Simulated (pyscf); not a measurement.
A first-order saddle from PySCF, ωB97X-D3(BJ)/def2-SVP:

```xyz
10

N      0.6238    -1.0492     0.0029
Al     2.2943    -0.4932    -0.1155
H     -0.2255    -0.1737     0.5384
H      0.0212    -1.8398    -0.2017
H      3.3859    -1.4586    -0.7410
H      2.6046     0.9640     0.4220
C     -1.0278     0.6434     1.0373
H     -1.4482     0.1615     1.9291
H     -0.4178     1.5234     1.2795
H     -1.7813     0.8498     0.2668
```
Charge 0, spin multiplicity 2.

Surface: doublet, charge 0. Lowest wavenumbers (cm⁻¹): 1512i, 48, 104, 109, 345.

Question: What reaction is this the transition state of?

Answer: H₂N–AlH₂ + CH₃• ⇌ [HN–AlH₂]• + CH₄, a hydrogen abstraction read from left to right: H–N broken and C–H formed. At ωB97M-D3(BJ)/def2-TZVP it lies +19.2 kcal/mol from the left side and +10.4 kcal/mol from the right (each side as separated species at their lowest minima found). The same reactants have a lower exit, to [H₂N–AlH]• + CH₄ (barrier +7.5 kcal/mol at ωB97M-D3(BJ)/def2-TZVP, against +19.2 kcal/mol here). [HN–AlH₂]• lies 30.0 kcal/mol over its isomer [H₂N–AlH]• (electronic energy, ωB97M-D3(BJ)/def2-TZVP). One saddle was located; it need not be the lowest between these sides. The angle at the transferred H is 180°.
